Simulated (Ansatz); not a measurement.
Cost and result up the ladder for Li2H (3 atoms). Total charge 0; doublet. Geometry: PBE-D4/def2-TZVP.

```xyz
3

Li   -1.1764    1.0963   -0.5177
Li    1.1773   -1.0949    0.5188
H    -0.0009   -0.0014   -0.0011
```

Ansatz on 4 threads of Intel Xeon 6975P-C on a shared host. Times are rough, and most runs start from the orbitals of an earlier one. PBE0-D4/def2-TZVP serves as the yardstick here, not as an exact answer. Binding counts from free atoms at the same level (Li doublet, H doublet; other spins of the atoms weren't run), without zero-point energy or a counterpoise term.

Correlated methods freeze no core orbitals; core or outer-core shells of Li are correlated, in sets that lack core-valence functions. In CCSD on the charge 0 doublet the largest single amplitude is 0.61, so its Hartree–Fock determinant may place the open shell otherwise than the density functionals do. HOMO above LUMO, or a gap near zero within one spin, warns that the state may not be the lowest or that an electron is smeared out. Another isomer (doublet) lies 0.20 eV lower at PBE0-D4/def2-TZVP; other spin states weren't run for this one.

Correlated methods converge slowly with the basis.

```tsv
level	functions	wall time
PBE0-D4/def2-TZVP	34	0.15 s
PBE-D4/def2-TZVP (with forces)	34	0.2 s
CCSD(T)/def2-TZVPP	52	0.3 s
r2SCAN-D4/def2-TZVP	34	0.35 s
B97M-V/def2-TZVP	34	0.4 s
```

Estimate what each level gives for the binding energy per atom (eV).


```tsv
level	binding energy per atom (eV)	difference from PBE0-D4/def2-TZVP (eV)	remarks
PBE0-D4/def2-TZVP	1.05	0.00	–
PBE-D4/def2-TZVP (with forces)	1.10	0.05	gap within one spin near zero
CCSD(T)/def2-TZVPP	1.01	-0.04	large T1 (0.166)
r2SCAN-D4/def2-TZVP	1.09	0.04	gap within one spin near zero
B97M-V/def2-TZVP	1.24	0.20	gap within one spin near zero
```
